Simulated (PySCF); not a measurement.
Stationary points of PO₂

Method: PBE0/[P def2-TZVP, O def2-TZVP], no relativity, density fitting, PySCF.

Relaxations began from a few typed shapes; open shells are unrestricted. The search is not exhaustive: other isomers or separated fragments can lie lower, and high-lying points may rest on an excited occupation.

Task: Order these stationary points by electronic energy, lowest first, in kJ/mol from the lowest minimum.
A. doublet C2v: P–O 1.465 Å (×2); O–P–O 134.7°
B. doublet D∞h: P–O 1.464 Å (×2); O–P–O 180.0°

Result: A (0.0), B (83.2).

Task: Which of them are minima?

Result: By energy in kJ/mol, 0.0: minimum; 83.2: saddle point, 2 imaginary modes.
